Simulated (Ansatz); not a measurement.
Mulliken charges of `NC1OCO1` from r2SCAN/def2-TZVPP in Ansatz (PBE0-D4/def2-TZVP geometry).

```json
{"atom": "N1", "x (Å)": "-1.161", "y (Å)": "0.803", "z (Å)": "0.862", "charge (e)": "-0.309"}
{"atom": "C2", "x (Å)": "-0.580", "y (Å)": "-0.115", "z (Å)": "0.000", "charge (e)": "0.354"}
{"atom": "O3", "x (Å)": "0.409", "y (Å)": "-0.930", "z (Å)": "0.614", "charge (e)": "-0.364"}
{"atom": "C4", "x (Å)": "1.271", "y (Å)": "-0.591", "z (Å)": "-0.456", "charge (e)": "0.306"}
{"atom": "O5", "x (Å)": "0.374", "y (Å)": "0.370", "z (Å)": "-0.970", "charge (e)": "-0.375"}
{"atom": "H6", "x (Å)": "-0.512", "y (Å)": "1.498", "z (Å)": "1.204", "charge (e)": "0.153"}
{"atom": "H7", "x (Å)": "-2.010", "y (Å)": "1.216", "z (Å)": "0.511", "charge (e)": "0.154"}
{"atom": "H8", "x (Å)": "-1.368", "y (Å)": "-0.702", "z (Å)": "-0.492", "charge (e)": "0.018"}
{"atom": "H9", "x (Å)": "1.433", "y (Å)": "-1.430", "z (Å)": "-1.146", "charge (e)": "0.028"}
{"atom": "H10", "x (Å)": "2.228", "y (Å)": "-0.169", "z (Å)": "-0.125", "charge (e)": "0.035"}
```

Task: By hand: the dipole of these point charges (1 e Å = 4.8032 D).

Result: Σ q r = (-0.041, 0.088, -0.048) e Å, of length 0.108 e Å = 0.52 D.

Task: How does the dipole of the full density compare? (Best estimate.)

Result: Ansatz gave: (-0.085, 0.201, -0.091) e Å, 1.14 D; the point charges give 0.46 times that, at 4° from its direction.

Point charges leave out the atoms' own dipoles, such as those of lone pairs, and Mulliken's split depends on the basis, so the two needn't agree.
